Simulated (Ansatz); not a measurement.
# HP2: the cost of one run

The runs use Ansatz 0.2.0, Gaussian basis; def2-QZVPP, all electrons in the functionals, frozen cores in the correlation of double hybrids and RPA.

Plan: PBE, BLYP, r2SCAN, B97M-V, PBE0, B3LYP, wB97M-V, B2PLYP, at charge 0, doublet; charge 0, quartet; charge 1, singlet; charge 1, triplet.

2 further runs of the same task are left out: 2 set aside as unsound or not needed.

**1. The geometry**

The geometry is a PBE0/def2-TZVP stationary point (not a proven minimum).

3 atoms, charge 0, spin multiplicity 2.

Atoms are counted from 1 here; the program's logs count them from 0.

Bond lengths: P1–P2 1.991 Å, P1–H3 1.433 Å. Angles: P2–P1–H3 97.2°.

Geometry (Å):

```
P     0.0000   -0.0767    0.9739
P     0.0000    0.0334   -1.0140
H     0.0000    1.3332    1.2319
```

No dispersion term is added; B97M-V, wB97M-V hold VV10 nonlocal correlation. B3LYP takes the VWN-RPA correlation.

The geometry shown and the zero of energy belong to the point charge 0, doublet. The yardstick, UCCSD(T), and other wave-function levels (R restricted, U unrestricted, valence and pair active spaces) come from earlier runs.

**2. PBE, charge 0, doublet**

Contents of in.yaml:

```yaml
crystal:
  periodic: [false, false, false]
  atoms:
    - {symbol: P, position_ang: [0.000000, -0.076741, 0.973875]}
    - {symbol: P, position_ang: [0.000000, 0.033358, -1.013963]}
    - {symbol: H, position_ang: [0.000000, 1.333150, 1.231888]}
basis:
  gaussian: {orbitals: "def2-QZVPP.json"}
magnetization: {spin_polarized: true, initial_magnetization: 1}
hamiltonian: {xc: {name: PBE}}
output: {orbitals: {seedname: orbitals}}
```

Command:

```sh
ansatz run in.yaml --threads 1 --pin off --events-out ev --progress --plain --max-ram 2393MiB
```

**Question.** How long does this run take on 1 thread of Arm Neoverse V2, shared host, and how much memory does it need?

About 6 s, with a peak of 0.28 GiB.
